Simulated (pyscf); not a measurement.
This saddle point was located with ωB97X-D3(BJ)/def2-SVP in PySCF.

```xyz
7

Ga    -0.1298    -0.0308     0.8047
P      0.4100     1.2723    -1.0460
H      1.7567     1.4867    -0.6339
H      0.7062     0.1123    -1.8214
O     -1.5036    -1.4024     0.4132
H     -1.1152    -0.9850     1.7116
H     -2.3886    -1.2502     0.0426
```
Charge 0, spin multiplicity 1.

Surface: singlet, charge 0. Lowest wavenumbers (cm⁻¹): 1516i, 107, 124, 268, 356.

Task: Which two sides does it connect, and which bonds change?

Result: H₂P–Ga (SMILES [PH2][Ga]) [singlet] + H₂O (SMILES O) ⇌ HO–GaH–PH₂ (SMILES [OH][GaH][PH2]), an insertion read from left to right: H–O broken and Ga–O, Ga–H formed. At CCSD(T)/def2-TZVPP + ΔMP2(QZVPP) it lies +31.5 kcal/mol from the left side and +59.8 kcal/mol from the right (each side as separated species at their lowest minima found). On the reactant side the descent ends in a bound adduct (not fully relaxed), 10.2 kcal/mol under the separated species and 42.5 kcal/mol under the saddle at ωB97X-D3(BJ)/def2-TZVP. This is the saddle that the search found; another between the same sides may lie lower. The CCSD(T) − MP2 part came from Ansatz, without density fitting, on the same reference. The frozen core leaves the outer d or s,p core shells of the metals and heavy elements correlated in the MP2 and CC values, and def2-TZVPP describes them poorly, which can shift differences by a few kcal/mol. Elements up to Kr have no core potential and no relativistic terms here.
